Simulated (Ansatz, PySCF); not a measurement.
This Ansatz (a first-principles code) input computes a CCSD(T)/cc-pVDZ energy:

Ansatz 0.2 input:
```yaml
crystal:
  periodic: [false, false, false]
  atoms:
    - {symbol: O, position_ang: [0.39958647, 1.19705172, 0.49062668]}
    - {symbol: C, position_ang: [0.16077201, 0.04986817, 0.01460440]}
    - {symbol: N, position_ang: [0.99490316, -0.87693290, -0.41154964]}
    - {symbol: C, position_ang: [-1.32751809, -0.33678506, -0.08884436]}
    - {symbol: H, position_ang: [-1.84871721, 0.39581689, -0.71352551]}
    - {symbol: H, position_ang: [-1.46283536, -1.33583130, -0.50633873]}
    - {symbol: H, position_ang: [-1.78317322, -0.28964351, 0.90550806]}
    - {symbol: H, position_ang: [1.93418841, -0.48672424, -0.28437002]}
basis:
  gaussian:
    orbitals: cc-pVDZ
total_charge: -1
magnetization: {spin_polarized: false}
correlation: {method: ccsd_t, electrons: outside_noble_gas}
```

**Question.** Write an input for the same energy in PySCF and say what it gives.

**Answer.** 
```python
from pyscf import gto, scf, mp, cc as ccmod

mol = gto.M(
    atom='''
    O     0.39958647    1.19705172    0.49062668
    C     0.16077201    0.04986817    0.01460440
    N     0.99490316   -0.87693290   -0.41154964
    C    -1.32751809   -0.33678506   -0.08884436
    H    -1.84871721    0.39581689   -0.71352551
    H    -1.46283536   -1.33583130   -0.50633873
    H    -1.78317322   -0.28964351    0.90550806
    H     1.93418841   -0.48672424   -0.28437002
    ''',
    basis='cc-pvdz',
    charge=-1,
    spin=0,
    verbose=4,
)

mf = scf.RHF(mol)
mf.conv_tol = 1e-10
mf.max_cycle = 100
mf.kernel()
mp2 = mp.MP2(mf, frozen=4).run()
cc = ccmod.CCSD(mf, frozen=4)
cc.max_cycle = 100
cc.kernel()
et = cc.ccsd_t()
print(f'E(CCSD(T)) = {cc.e_tot + et:.9f}')
```
It gives -208.05746 Eh, and Ansatz -208.05746 Eh, a difference of 0.00 mEh.

It need not be the lowest isomer of its formula. Whether it binds its extra electron was not tested at this geometry.
